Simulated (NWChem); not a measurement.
Atomisation of fluoromethane (CH3F)

SMILES: CF
```xyz
5

C      0.6140    -0.1116     0.0000
F     -0.7404     0.1346     0.0000
H      0.8999    -0.6941     0.9041
H      0.8999    -0.6941    -0.9041
H      1.1799     0.8466     0.0000
```
Charge 0, spin multiplicity 1.

The numbers come from NWChem runs, not from measurements. Structure: optimised with PBE/def2-SVP, a minimum by its harmonic frequencies.

Basis set: def2-TZVP. The atomisation energy is electronic alone: no zero-point, thermal, spin-orbit or counterpoise terms. No value is extrapolated to the basis-set limit. Free atoms are single determinants with multiplicities C 3, F 2, H 2.

The stability of the SCF solutions was not checked. Open-shell Hartree-Fock references start from PBE0 orbitals.

Problem. Order these methods by the atomisation energy they give, lowest first: HF, LDA (SVWN5), PBE, PBE0.

Solution. HF (310.8 kcal/mol), PBE0 (419.3 kcal/mol), PBE (428.1 kcal/mol), LDA (SVWN5) (481.3 kcal/mol)
